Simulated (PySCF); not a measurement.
Computed shifts of a molecule C3H9N, PBE/pcSseg-1 (PySCF), GIAO, gas phase, atoms alike by connectivity averaged where their shifts nearly agree, in ppm (number of nuclei): ¹³C: 50.6 (3). ¹⁵N: 43.0 (1). ¹H: 2.37 (9). References: ¹³C against TMS (σ = 182.0 ppm); ¹⁵N against NH3 (σ = 267.0 ppm); ¹H against TMS (σ = 31.49 ppm), references at their B3LYP-D3(BJ)/def2-TZVP geometries, non-relativistic. The structure is a stationary point at B3LYP-D3(BJ)/def2-SVP. The values are those of a single conformer.

**Question.** Which molecule gave these data?
A) CC(C)N
B) CCNC
C) CN(C)C
D) CCCN

**Answer.** C, CN(C)C
